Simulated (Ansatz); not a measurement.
# Hydrogen sulfide (H₂S): basis-set convergence

One table from this session's results is given with a row withheld; the runs are named, their logs left out.

Program: Ansatz 0.2.0, Gaussian basis. Level of theory: one geometry, several basis sets. These are calculated values, not measurements.

Plan: PBE0-D4/def2-SVP; ωB97M-V/def2-SVP; PBE0-D4/def2-QZVPP; ωB97M-V/def2-QZVPP; CCSD(T)/cc-pV(D+d)Z; CCSD(T)/cc-pV(T+d)Z; CCSD(T)/cc-pV(Q+d)Z; the functionals' def2-TZVPP values are taken from earlier runs.

### The geometry

The geometry comes from an earlier relaxation with PBE0-D4 in a triple-zeta def2 set; it is a stationary point.

3 atoms, charge 0, spin multiplicity 1.

Atoms are counted from 1 here; the program's logs count them from 0.

Bond lengths: S1–H2 1.341 Å, S1–H3 1.341 Å. Angles: H2–S1–H3 92.3°.

Set-up of the first run:

Input file in.yaml:

```yaml
crystal:
  periodic: [false, false, false]
  atoms:
    - {symbol: S, position_ang: [0.495498, -0.280650, 0.243885]}
    - {symbol: H, position_ang: [0.097931, 0.997712, 0.162375]}
    - {symbol: H, position_ang: [-0.593428, -0.717071, -0.406260]}
basis:
  gaussian: {orbitals: def2-SVP}
hamiltonian: {xc: pbe0, dispersion: d4}
output: {orbitals: {seedname: orbitals}}
```

Steps of the session up to this table: PBE0-D4 in def2-SVP; ωB97M-V in def2-SVP; PBE0-D4 in def2-QZVPP; ωB97M-V in def2-QZVPP.

One table of the session follows, with a row left open; its other results are not shown here.

It belongs to the step «Density functionals: the series». 

| functional | basis | HOMO (eV) | LUMO (eV) |
| --- | --- | --- | --- |
| PBE0-D4 | def2-SVP | -7.22 | 1.24 |
| PBE0-D4 | def2-TZVPP | -7.49 | 0.60 |
| PBE0-D4 | def2-QZVPP | -7.55 | 0.35 |
| ωB97M-V | def2-SVP | -9.46 | 3.30 |
| ωB97M-V | def2-TZVPP | -9.74 | 2.43 |
| ωB97M-V | def2-QZVPP | ? | ? |

**Question.** Estimate the row for ωB97M-V, def2-QZVPP.

As computed: HOMO (eV): -9.81; LUMO (eV): 1.68. In the column «HOMO (eV)» it is the lowest.
